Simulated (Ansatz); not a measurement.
Isolated molecules relaxed with PBE0-D4/def2-TZVP in Ansatz; ΔE leaves out vibrations. CCSD(T)/CBS is the MP2 limit (def2-TZVPP, def2-QZVPP) plus CCSD(T) − MP2 in def2-TZVPP, frozen cores. This one scheme is used for every species. DFT in def2-TZVPP. One conformer a species, not always the lowest.

Reaction (hydrogenolysis of a C–O bond): `OC1=CNC1` + H₂ → `C1=CNC1` + H₂O

Question: Is it downhill or uphill in electronic energy at CCSD(T)/CBS, and by how much? (Estimate.)

Answer: Computed: Downhill: ΔE = -96.3 kJ/mol.

Question: What do these levels give: r2SCAN-D4, PBE0-D4, r2SCANh-D4, PBE, r2SCAN, r2SCANh? (Best estimate.)

Answer: Ansatz gave: r2SCAN-D4 -81.8, PBE0-D4 -85.5, r2SCANh-D4 -84.3, PBE -81.3, r2SCAN -82.6, r2SCANh -85.1 kJ/mol.

Largest T1 diagnostic among the species: 0.012.

From r2SCAN to r2SCAN0 (25 % exact exchange), in def2-TZVPP and without D4, ΔE moves by −6.0 kJ/mol. In def2-TZVPP, CCSD(T) changes the Hartree–Fock value by +10.8 kJ/mol (the triples alone add +4.2 kJ/mol) and MP2 by +9.1 kJ/mol.
